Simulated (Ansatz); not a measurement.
C2H3NOS, 8 atoms. Total charge 0; spin multiplicity 1. The bonds changed during the relaxation, so this is another structure than the one it started from. All runs use 2 threads of an Arm Neoverse V1 on a shared host. Correlated methods freeze the cores.

Task: How many basis functions does each run have, and how long does it take in Ansatz? RKS r2SCANh-D4/def2-TZVPP energy; RHF-MP2/def2-QZVPP energy; RKS PBE0-D4/def2-TZVP relaxation (15 steps); RKS PBE0-D4/def2-QZVPP energy; RHF-CCSD(T)/def2-TZVPP energy; direct RPA on PBE orbitals/def2-TZVPP energy; RKS B2PLYP (frozen core)/def2-TZVPP energy; RKS PBE0-D4/def2-TZVPP energy; RKS ωB97M-V/def2-SVP energy; RHF-CCSD(T)/def2-SVP energy; RKS PBE0-D4/def2-SVP energy; RKS PBE0-D4/def2-TZVP frequencies. (Best estimate.)

Result: The calculation gave: Other jobs shared the machine, so times are rough.

```tsv
level	job	functions	wall time	peak host memory (GiB)
RKS PBE0-D4/def2-SVP	energy	89	1.3 s	0.16
RKS PBE0-D4/def2-TZVPP	energy	208	4.3 s	0.42
RHF-CCSD(T)/def2-SVP	energy	89	6 s	0.31
RKS ωB97M-V/def2-SVP	energy	89	6 s	0.24
RKS r2SCANh-D4/def2-TZVPP	energy	208	7.5 s	0.43
direct RPA on PBE orbitals/def2-TZVPP	energy	208	7.5 s	0.46
RKS B2PLYP (frozen core)/def2-TZVPP	energy	208	10 s	0.46
RKS PBE0-D4/def2-QZVPP	energy	388	11 s	1.1
RHF-MP2/def2-QZVPP	energy	388	33 s	1.8
RKS PBE0-D4/def2-TZVP	relaxation (15 steps)	179	73 s	0.39
RHF-CCSD(T)/def2-TZVPP	energy	208	2.2 min	2.9
RKS PBE0-D4/def2-TZVP	frequencies	179	2.5 min	0.4
```
